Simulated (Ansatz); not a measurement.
# H8Si3: the cost of one run

Method: RKS PBE0-D4/def2-SVP, in Ansatz 0.2.0.

**1. The structure to begin with**

Bond lengths: Si1–Si2 2.420 Å, Si2–H3 1.460 Å, Si2–H4 1.460 Å, Si2–H5 1.460 Å, Si1–H6 1.660 Å, Si1–Si7 2.218 Å, Si7–H8 1.460 Å, Si7–H9 1.460 Å, Si7–H10 1.460 Å, Si1–H11 1.459 Å. Angles (14 of 18 angles, heavy atoms first): Si2–Si1–Si7 122.4°, Si1–Si2–H3 78.1°, Si1–Si2–H4 130.9°, Si1–Si2–H5 113.2°, Si2–Si1–H6 55.0°, Si2–Si1–H11 122.4°, H6–Si1–Si7 118.9°, Si7–Si1–H11 109.5°, Si1–Si7–H8 109.5°, Si1–Si7–H9 109.5°, Si1–Si7–H10 109.5°, H3–Si2–H4 109.4°, H3–Si2–H5 109.4°, H4–Si2–H5 109.4°.

Coordinates:

```xyz
11

Si    0.0000    0.0000    0.0000
Si    1.3097    0.0000    2.0349
H    -0.0051   -0.4067    2.5222
H     2.3193   -0.9353    2.5222
H     1.6149    1.3420    2.5222
H     1.6588    0.0000    0.0648
Si   -1.0456    1.8115   -0.7393
H    -2.4302    1.4780   -1.0607
H    -1.0215    2.8436    0.2931
H    -0.3743    2.3069   -1.9374
H    -0.6877   -1.1914   -0.4862
```

**2. Pulling towards end A**

Springs on the bonds that form and break draw the guess towards this end; the thresholds are loose.

File input.yaml:

```yaml
crystal:
  periodic: [false, false, false]
  atoms:
    - { symbol: Si, position_ang: [0.0, 0.0, 0.0] }
    - { symbol: Si, position_ang: [1.3097, 0.0, 2.0349] }
    - { symbol: H, position_ang: [-0.0051, -0.4067, 2.5222] }
    - { symbol: H, position_ang: [2.3193, -0.9353, 2.5222] }
    - { symbol: H, position_ang: [1.6149, 1.342, 2.5222] }
    - { symbol: H, position_ang: [1.6588, 0.0, 0.0648] }
    - { symbol: Si, position_ang: [-1.0456, 1.8115, -0.7393] }
    - { symbol: H, position_ang: [-2.4302, 1.478, -1.0607] }
    - { symbol: H, position_ang: [-1.0215, 2.8436, 0.2931] }
    - { symbol: H, position_ang: [-0.3743, 2.3069, -1.9374] }
    - { symbol: H, position_ang: [-0.6877, -1.1914, -0.4862] }
basis:
  gaussian: { orbitals: def2-SVP }
hamiltonian:
  xc: pbe0
  dispersion: d4
relax:
  f_tol: 0.15
  max_steps: 25
  restrain:
    - { distance: [1, 5], at: 2.66, k: 30.0 }
    - { distance: [0, 1], at: 2.22, k: 30.0 }
    - { distance: [0, 5], at: 1.46, k: 30.0 }
output:
  orbitals: {}
```

The run is started by

```sh
> ansatz run input.yaml --threads 2 --pin off --max-ram 3072MiB --backend cpu --events-out ev --progress --plain --runs-dir out
```

Q: Estimate wall time and peak memory on 2 threads of Arm Neoverse V2, shared host.

About 12 s, with a peak of 0.19 GiB.
